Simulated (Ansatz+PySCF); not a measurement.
Results of a calculation; reference values are marked as such.
Input for PySCF 2.14.0:

```python
from pyscf import gto, scf

mol = gto.M(atom="""
N 0.000000 0.000000 -0.130850
H 0.000000 0.000000 0.915930
O 30.000000 0.000000 -2.138890
O 30.000000 0.000000 2.138890
""", basis='6-31g', charge=0, spin=4)
mf = scf.UHF(mol)
mf.kernel()
print(mf.converged, mf.e_tot, mf.spin_square()[0])
```

The script is written out from the run's settings.

Output:

| Quantity | Value |
| --- | --- |
| Converged | yes |
| Total energy | -204.46412 hartree |
| Spin squared of the determinant | 7.007 |
| Cycles | 32 |

Caution: the unrestricted determinant is a mixture of spin states.
